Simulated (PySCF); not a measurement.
## Multinuclear NMR of C2H3F3

Numbering as in the mapped SMILES `[CH3:1][C:2]([F:3])([F:4])[F:5]`. Hydrogens are named by the atom that carries them.

PySCF 2.14 calculation with B3LYP/pcJ-2 coupling constants, coordinates at the PBE0-D3(BJ)/def2-TZVP level and GIAO B97-2/pcSseg-2 shieldings; relativity neglected, no solvent model, one computed conformer, fast rotation and ring inversion assumed for equivalent nuclei.

**Question.** Where does ¹⁹F resonate?

**Answer.** 
```
   atoms              environment  σ (ppm)  δ (ppm)
F3/F4/F5  fluorine of a CF3 group    250.7    -65.0
```

Shieldings were converted by a linear fit to measured shifts: ¹⁹F: δ = 163.32 − 0.949σ +9.6 on sp3 carbon (rms 4.2 ppm, 161 shifts, 5.7 ppm with the 8 outliers that the fit left out vs CFCl3, solution or neat liquid). Occasional misses reach two or three times the rms, and more in compound classes unlike the fitted ones. Couplings are scaled by factors fitted to measured values: ²J(H,H) × 0.91 (rms 0.8 Hz), ¹J(C,F) × 0.78 (rms 5.7 Hz), ²J(C,F) × 1.03 (rms 1.6 Hz, 5.1 with 1 outliers); all others are unscaled and can be 10–30 % off.

Couplings (the largest are listed; each averaged over equivalent pairs): ¹J(C2,F3) = -268.4 Hz, ²J(F3,F4) = 59.5 Hz, ²J(C1,F3) = 35.4 Hz, ³J(F3,H(C1)) = 12.3 Hz.

On a 500 MHz spectrometer ¹⁹F resonates near 470.5 MHz, so 1 ppm is 470.5 Hz.
